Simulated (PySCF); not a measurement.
**Core binding energy against partial charge**

CH3CH2CF2CH3, C₄H₈F₂.
Z-matrix (Å and degrees, PBE0-D3(BJ)/def2-SVP geometry), rows numbered from 1:
```
C 
C   1  1.5186
C   2  1.5157  1  113.03
C   3  1.5069  2  115.47  1  -179.91
F   3  1.3663  2  108.96  1    57.60
F   3  1.3663  2  108.90  1   -57.40
H   1  1.0994  2  110.87  3   179.52
H   1  1.0993  2  110.81  3   -60.30
H   1  1.0993  2  110.78  3    59.39
H   2  1.1017  1  110.86  3   120.83
H   2  1.1017  1  110.83  3  -120.77
H   4  1.0982  3  110.31  2   -59.83
H   4  1.0982  3  110.30  2    60.76
H   4  1.0984  3  108.98  2  -179.52
```

Binding energies: PySCF 2.14.0, delta-SCF UKS SCAN, pcX-2 on the ionised atom, pcseg-1 elsewhere, spin-free X2C. Charges: PBE0/pcSseg-1 ground-state density, for the ionised atom.

| atom | environment | C 1s (eV) | Mulliken (e) | IAO (e) | Hirshfeld (e) | ESP (e) |
| --- | --- | --- | --- | --- | --- | --- |
| C1 | methyl carbon | 290.79 | -0.285 | -0.414 | -0.121 | -0.344 |
| C2 | chain CH2 carbon | 291.14 | -0.268 | -0.279 | -0.084 | +0.013 |
| C4 | methyl carbon | 291.24 | -0.237 | -0.445 | -0.133 | -0.709 |
| C3 | CF2 carbon | 295.27 | +0.382 | +0.576 | +0.187 | +0.607 |

Question: Give the correlation coefficient and slope of binding energy on charge for each scheme.

Answer: Mulliken: r = 1.00, slope 6.5 eV per e; Hirshfeld: r = 0.99, slope 13.8 eV per e; IAO: r = 0.99, slope 4.3 eV per e; ESP: r = 0.84, slope 3.2 eV per e. On 4 points no scheme stands out.

Question: The point-charge model writes a binding energy as kq + V + constant, with V the potential of the other atoms' charges at the site. What does it give with the ESP charges?

Answer: V = Σ 14.40 eV Å × q/r over all other atoms: +4.56 eV at C1, +0.97 eV at C2, +10.44 eV at C4, -8.21 eV at C3. Fitting binding energy − V to q gives k = 17.1 eV per e and leaves an rms residual of 1.25 eV, against 1.00 eV for the fit on q alone. The model has no term for differences in relaxation between sites.

The structure is a single PBE0-D3(BJ)/def2-SVP conformer in the gas phase; no vibrational or solvent corrections.
